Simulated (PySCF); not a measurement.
# CH₃N₃O: a look at the electrons

For CH₃N₃O, the scripts below find what binds its two fragments and compute its lowest excited states.

The runs use PySCF 2.14.0; levels as typed in each script, gas phase, geometry from GFN2-xTB.

## Step 1: The system as given

SMILES `N#N.NC=O`, 8 atoms, charge 0, spin multiplicity 1.

Bond lengths: N1–N2 1.099 Å, N3–C4 1.342 Å, N3–H6 1.010 Å, N3–H7 1.003 Å, C4–O5 1.205 Å, C4–H8 1.106 Å. Angles: C4–N3–H6 117.6°, C4–N3–H7 122.8°, H6–N3–H7 119.7°, N3–C4–O5 124.5°, N3–C4–H8 112.8°, O5–C4–H8 122.7°.

Geometry (Å):

| atom | x (Å) | y (Å) | z (Å) |
| --- | --- | --- | --- |
| N1 | -2.4312 | 0.1096 | 0.0000 |
| N2 | -1.5263 | -0.5143 | 0.0000 |
| N3 | 1.4331 | -0.9269 | 0.0000 |
| C4 | 1.4483 | 0.4145 | 0.0000 |
| O5 | 0.4632 | 1.1082 | 0.0000 |
| H6 | 0.5327 | -1.3839 | 0.0000 |
| H7 | 2.2706 | -1.4796 | 0.0000 |
| H8 | 2.4720 | 0.8320 | 0.0000 |

## Step 2: Binding of the two fragments (PBE0/6-31+g*)

File input.py:

```python
import numpy as np
from pyscf import gto, scf, dft
from pyscf.scf import atom_ks, atom_hf
from scipy.linalg import block_diag
from pyscf.dispersion import dftd3

def solve(mol, dm0=None, hcore=None):
    mf = (dft.UKS if mol.spin else dft.RKS)(mol, xc='pbe0')
    mf.grids.level = 3
    mf = mf.density_fit(auxbasis='def2-universal-jkfit')
    mf.conv_tol, mf.max_cycle = 1e-8, 80
    if hcore is not None:
        mf.get_hcore = lambda *args: hcore
    mf.kernel(dm0)
    if not mf.converged:
        mf = mf.newton().run(mf.mo_coeff, mf.mo_occ, max_cycle=30)
    assert mf.converged, 'SCF not converged'
    return mf

mol = gto.M(atom='''
N     -2.43117     0.10956     0.00000
N     -1.52631    -0.51428     0.00000
N      1.43310    -0.92692     0.00000
C      1.44833     0.41455     0.00000
O      0.46318     1.10821     0.00000
H      0.53267    -1.38391     0.00000
H      2.27062    -1.47964     0.00000
H      2.47201     0.83197     0.00000
''', basis='6-31+g*', charge=0, spin=0, verbose=4)
mol_a = gto.M(atom='''
N     -2.43117     0.10956     0.00000
N     -1.52631    -0.51428     0.00000
ghost-N      1.43310    -0.92692     0.00000
ghost-C      1.44833     0.41455     0.00000
ghost-O      0.46318     1.10821     0.00000
ghost-H      0.53267    -1.38391     0.00000
ghost-H      2.27062    -1.47964     0.00000
ghost-H      2.47201     0.83197     0.00000
''', basis='6-31+g*', charge=0, spin=0, verbose=4)
mol_b = gto.M(atom='''
ghost-N     -2.43117     0.10956     0.00000
ghost-N     -1.52631    -0.51428     0.00000
N      1.43310    -0.92692     0.00000
C      1.44833     0.41455     0.00000
O      0.46318     1.10821     0.00000
H      0.53267    -1.38391     0.00000
H      2.27062    -1.47964     0.00000
H      2.47201     0.83197     0.00000
''', basis='6-31+g*', charge=0, spin=0, verbose=4)
ab, a, b = solve(mol), solve(mol_a), solve(mol_b)
e_int = ab.e_tot - a.e_tot - b.e_tot
print('counterpoise-corrected interaction energy / kcal/mol', e_int * 627.5095)
def disp(atoms, charge):
    m = gto.M(atom=atoms, charge=charge, basis='sto-3g', spin=None, unit='Bohr', verbose=0)
    return dftd3.DFTD3Dispersion(m, xc='pbe0', version='d3bj').get_dispersion()['energy']
e_disp = disp(mol._atom, mol.charge) - disp(mol._atom[:2], mol_a.charge) - disp(mol._atom[2:], mol_b.charge)
print('D3(BJ) part / kcal/mol', e_disp * 627.5095)
# spherically averaged free atoms, for the promolecule
atm = atom_ks.get_atm_nrks(mol, xc='pbe0')
pro = block_diag(*[(atm[a[0]][2] * atm[a[0]][3]) @ atm[a[0]][2].T for a in mol._atom])
np.savez('result.npz', e_int=e_int, e_disp=e_disp, dm_a=a.make_rdm1(), dm_b=b.make_rdm1(), c=ab.mo_coeff, occ=ab.mo_occ, eps=ab.mo_energy, pro=pro, d=[f.dip_moment(verbose=0) for f in (ab, a, b)])
```

The run is started by

```console
$ OMP_NUM_THREADS=1 python input.py
```

## Step 4: Excited states (B3LYP/def2-svp)

File input.py:

```python
import numpy as np
from pyscf import gto, scf, dft, tdscf
from pyscf.scf import atom_ks, atom_hf
from scipy.linalg import block_diag

def solve(mol, dm0=None, hcore=None):
    mf = (dft.UKS if mol.spin else dft.RKS)(mol, xc='b3lyp')
    mf.grids.level = 3
    mf = mf.density_fit(auxbasis='def2-universal-jkfit')
    mf.conv_tol, mf.max_cycle = 1e-8, 80
    if hcore is not None:
        mf.get_hcore = lambda *args: hcore
    mf.kernel(dm0)
    if not mf.converged:
        mf = mf.newton().run(mf.mo_coeff, mf.mo_occ, max_cycle=30)
    assert mf.converged, 'SCF not converged'
    return mf

mol = gto.M(atom='''
N     -2.43117     0.10956     0.00000
N     -1.52631    -0.51428     0.00000
N      1.43310    -0.92692     0.00000
C      1.44833     0.41455     0.00000
O      0.46318     1.10821     0.00000
H      0.53267    -1.38391     0.00000
H      2.27062    -1.47964     0.00000
H      2.47201     0.83197     0.00000
''', basis='def2-svp', charge=0, spin=0, verbose=4)
mf = solve(mol)
td = mf.TDA()
td.nstates, td.singlet, td.conv_tol = 5, True, 1e-5
td.kernel()
td.analyze()
x, y = np.array([p[0] for p in td.xy]), np.array([p[1] + 0 * p[0] for p in td.xy])
f, mu = td.oscillator_strength(), td.transition_dipole()
nto = [td.get_nto(state=i + 1, verbose=4) for i in range(len(td.e))]
# spherically averaged free atoms, for the promolecule
atm = atom_ks.get_atm_nrks(mol, xc='b3lyp')
pro = block_diag(*[(atm[a[0]][2] * atm[a[0]][3]) @ atm[a[0]][2].T for a in mol._atom])
np.savez('result.npz', e=td.e, f=f, ok=td.converged, w=[n[0] for n in nto], nto=[n[1] for n in nto], x=x, y=y, c=mf.mo_coeff, occ=mf.mo_occ, eps=mf.mo_energy, pro=pro, mu=mu)
```

(Steps that only read results are left out.)

Q: Predict the outcome of this session. Wanted: interaction energy, counterpoise; lowest singlet excitation.

**Answer**, as computed:

```
                                       quantity          value
interaction energy, counterpoise (PBE0/6-31+g*)  +2.1 kcal/mol
     lowest singlet excitation (B3LYP/def2-svp)        5.60 eV
```

What this shows: The counterpoise-corrected interaction energy of the frozen fragments is +2.1 kcal/mol without dispersion correction and +1.1 kcal/mol with D3(BJ). The pair geometry is semi-empirical, not a minimum at this level. The geometry was not optimised at these levels.
